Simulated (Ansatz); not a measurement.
Species, as SMILES: Cl[CH]Cl, doublet.
Atoms: C1, Cl2, Cl3, H4. Bonds: C1-Cl2, C1-Cl3, C1-H4.

How fast the optimised C1-H4 bond length converges with the basis for several methods (Ansatz, an electronic-structure program): deviation from each method's own reference, in Å. References: HF 1.0680 Å, the value in pcseg-3; MP2 1.0757 Å, the value in def2-QZVPP; PBE 1.0862 Å, the value in pcseg-3; PBE0 1.0785 Å, the value in pcseg-3. Cartesian d functions, on some or all atoms, in 6-31G*; all else is spherical. In correlated methods cores are frozen. Open shells are unrestricted. No added dispersion term, no relativity. The reference of a correlated method is not its basis-set limit, which lies further on.

| basis | functions | HF | MP2 | PBE | PBE0 |
|---|---|---|---|---|---|
| def2-SVP | 55 | 0.0118 | 0.0147 | (withheld) | 0.0131 |
| 6-31G* | 55 | 0.0021 | 0.0056 | (withheld) | 0.0039 |
| aug-cc-pV(D+d)Z | 96 | 0.0099 | 0.0150 | (withheld) | 0.0100 |
| def2-TZVP | 111 | 0.0017 | 0.0038 | (withheld) | 0.0014 |
| pcseg-2 | 112 | 0.0002 | -0.0011 | (withheld) | 0.0003 |
| cc-pV(T+d)Z | 122 | 0.0008 | 0.0006 | (withheld) | 0.0003 |
| jun-cc-pV(T+d)Z | 149 | 0.0009 | 0.0010 | (withheld) | 0.0004 |
| def2-TZVPPD | 156 | 0.0008 | 0.0005 | (withheld) | 0.0006 |

**Question.** Complete the blanks.

**Answer.** 
- def2-SVP, PBE: 0.0139
- 6-31G*, PBE: 0.0050
- aug-cc-pV(D+d)Z, PBE: 0.0106
- def2-TZVP, PBE: 0.0014
- pcseg-2, PBE: 0.0003
- cc-pV(T+d)Z, PBE: 0.0001
- jun-cc-pV(T+d)Z, PBE: 0.0002
- def2-TZVPPD, PBE: 0.0006

Mean absolute deviation over def2-TZVP, pcseg-2, cc-pV(T+d)Z, jun-cc-pV(T+d)Z, def2-TZVPPD: PBE 0.0005, PBE0 0.0006, HF 0.0009, MP2 0.0014 Å.
